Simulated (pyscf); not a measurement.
Elementary routes open to :N–F [triplet] + germane (GeH₄) in the gas phase (triplet surface):
A. F–N•–GeH₃ + H atom (H•) (Ge–H broken; Ge–N formed)
B. •HN–F + GeH₃• (Ge–H broken; H–N formed)

Structures and frequencies: ωB97X-D3(BJ)/def2-SVP in PySCF. MP2 and CC: frozen core, UHF for open shells. ΔMP2 is the change of the MP2 total energy from the triple- to the quadruple-zeta basis.

Q: Rank the routes by free-energy barrier at 900 K, lowest first, for CCSD(T)/def2-TZVPP + ΔMP2(QZVPP) energies (ideal gas, 1 atm, RRHO with modes under 100 cm⁻¹ raised to 100, one conformer, R ln 2 for chiral ones without a mode under 150 cm⁻¹).

A: B (38.2 kcal/mol), A (67.3 kcal/mol)

Route B is the fastest of these, ahead of the next by 29.1 kcal/mol. The most stable products are those of B (ΔG = +5.3 kcal/mol), so kinetics and thermodynamics agree. At 298 K B is still the fastest. Only these routes are compared; each barrier is that of the saddle found, and lower ones may exist. The CCSD(T) − MP2 part came from Ansatz, without density fitting, on the same reference. The frozen core leaves the outer d or s,p core shells of the metals and heavy elements correlated in the MP2 and CC values, and def2-TZVPP describes them poorly, which can shift differences by a few kcal/mol. Elements up to Kr have no core potential and no relativistic terms here.
